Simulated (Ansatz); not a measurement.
# CH7N3: up Jacob's ladder to CCSD(T)

One table from this session's results is given with a row withheld; the runs are named, their logs left out.

The runs use Ansatz 0.2.0, Gaussian basis; functionals in def2-TZVPP, the program's frozen cores in correlated methods.

Plan: LDA (SPW92), PBE-D4, revPBE-D4, BLYP-D4, r2SCAN-D4, B97M-V, PBE0-D4, B3LYP-D4, r2SCANh-D4, r2SCAN0-D4, HSE06-D4, BHLYP-D4, CAM-B3LYP-D4, LC-ωPBE, ωB97X-V, ωB97M-V, B2PLYP, PBE-QIDH; CCSD(T)/def2-SVP; CCSD(T)/def2-TZVPP; MP2/def2-QZVPP; extrapolation to the limit; RPA on PBE.

## The relaxed structure

All runs share one geometry, relaxed beforehand with PBE0-D4 in a triple-zeta def2 set.

SMILES `NC(N)N`, 11 atoms, charge 0, spin multiplicity 1.

Atoms are counted from 1 here; the program's logs count them from 0.

Bond lengths: N1–C2 1.450 Å, N1–H5 1.015 Å, N1–H6 1.014 Å, C2–N3 1.450 Å, C2–N4 1.450 Å, C2–H7 1.096 Å, N3–H8 1.014 Å, N3–H9 1.015 Å, N4–H10 1.014 Å, N4–H11 1.015 Å. Angles: C2–N1–H5 110.0°, C2–N1–H6 109.7°, H5–N1–H6 107.3°, N1–C2–N3 112.0°, N1–C2–N4 112.0°, N1–C2–H7 106.8°, N3–C2–N4 112.0°, N3–C2–H7 106.8°, N4–C2–H7 106.8°, C2–N3–H8 109.7°, C2–N3–H9 110.0°, H8–N3–H9 107.3°, C2–N4–H10 109.7°, C2–N4–H11 110.0°, H10–N4–H11 107.3°.

The first run:

Contents of in.yaml:

```yaml
crystal:
  periodic: [false, false, false]
  atoms:
    - {symbol: N, position_ang: [-0.849101, 1.073882, -0.174136]}
    - {symbol: C, position_ang: [0.306339, 0.271713, 0.176512]}
    - {symbol: N, position_ang: [-0.003323, -0.709142, 1.198030]}
    - {symbol: N, position_ang: [0.921306, -0.333170, -0.988567]}
    - {symbol: H, position_ang: [-1.545740, 0.496875, -0.635172]}
    - {symbol: H, position_ang: [-1.275104, 1.445787, 0.667931]}
    - {symbol: H, position_ang: [1.047339, 0.954714, 0.607285]}
    - {symbol: H, position_ang: [0.816153, -1.276386, 1.386612]}
    - {symbol: H, position_ang: [-0.733618, -1.333648, 0.870213]}
    - {symbol: H, position_ang: [1.085186, 0.375795, -1.695239]}
    - {symbol: H, position_ang: [0.295862, -1.023219, -1.392869]}
basis:
  gaussian: {orbitals: def2-TZVPP}
hamiltonian: {xc: lda}
output: {orbitals: {seedname: orbitals}}
```

Launch:

```
$ ansatz run in.yaml --threads 2 --pin off --events-out ev --progress --plain --max-ram 4352MiB
```

Among the steps run: LDA; PBE-D4 (GGA); revPBE-D4 (GGA); BLYP-D4 (GGA); r2SCAN-D4 (meta-GGA); B97M-V (meta-GGA); B3LYP-D4 (hybrid); r2SCANh-D4 (hybrid); r2SCAN0-D4 (hybrid); HSE06-D4 (hybrid); BHLYP-D4 (hybrid); CAM-B3LYP-D4 (range-separated); LC-ωPBE (range-separated); ωB97X-V (range-separated); ωB97M-V (range-separated); B2PLYP (double hybrid); PBE-QIDH (double hybrid).

One table of the session follows, with a row left open; its other results are not shown here.

It belongs to the step «Frontier levels by functional». 

| functional | HOMO (eV) | LUMO (eV) | gap (eV) |
| --- | --- | --- | --- |
| LDA (SPW92) | -5.47 | -0.18 | 5.29 |
| PBE-D4 | -5.38 | 0.00 | 5.37 |
| revPBE-D4 | -5.33 | 0.08 | 5.42 |
| BLYP-D4 | -5.29 | -0.05 | 5.25 |
| r2SCAN-D4 | -5.71 | 0.72 | 6.44 |
| B97M-V | -5.92 | 0.19 | 6.11 |
| PBE0-D4 | -6.91 | 0.81 | 7.72 |
| B3LYP-D4 | -6.68 | 0.44 | 7.12 |
| r2SCANh-D4 | -6.29 | 0.96 | 7.24 |
| r2SCAN0-D4 | -7.15 | 1.29 | 8.44 |
| HSE06-D4 | -6.50 | 0.44 | 6.95 |
| BHLYP-D4 | ? | ? | ? |
| CAM-B3LYP-D4 | -8.38 | 1.52 | 9.91 |
| LC-ωPBE | -9.76 | 2.84 | 12.60 |
| ωB97X-V | -9.43 | 2.64 | 12.06 |
| ωB97M-V | -9.35 | 2.20 | 11.54 |

Estimate the missing values for BHLYP-D4.

Worked estimate for «HOMO (eV)». Against the share of exact exchange, BLYP-D4 (0, -5.29), B3LYP-D4 (0.2, -6.68) give a slope of -6.95 per unit share; at 0.5 the line stands at -8.76.

The run gave: HOMO (eV): -8.40; LUMO (eV): 1.38; gap (eV): 9.78. In «HOMO (eV)» the line misses by -0.36.
